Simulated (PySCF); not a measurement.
Compound: C3H8N (charge +1).
InChI=1S/C3H8N/c1-4(2)3/h1H2,2-3H3/q+1

The closed-shell ground state was solved at several levels (PySCF, density fitting, gas phase, non-relativistic). Geometry: GFN2-xTB; no solvent, vibrations or thermal averaging.

| level | basis functions | total energy (Eh) | HOMO (eV) | LUMO (eV) | gap (eV) |
| --- | --- | --- | --- | --- | --- |
| PBE0/pcSseg-1 | 108 | -173.3790 | -15.24 | -7.33 | 7.91 |
| B3LYP/pcJ-1 | 188 | -173.6301 | -15.02 | -7.59 | 7.43 |

Task: Estimate the row for CAM-B3LYP/def2-SVPD, a basis of 144 functions; the other rows only guide the guess.

Result: Total energy -173.3961 Eh, HOMO -16.63 eV, LUMO -6.14 eV, gap 10.49 eV.

Task: Over all these levels, which gives the widest orbital gap and which the narrowest?

Result: CAM-B3LYP/def2-SVPD (range-separated hybrid) has the widest, 10.49 eV, and B3LYP/pcJ-1 (global hybrid, 20 % exact exchange) the narrowest, 7.43 eV. Functional and basis both differ between the two, so the spread mixes both effects.
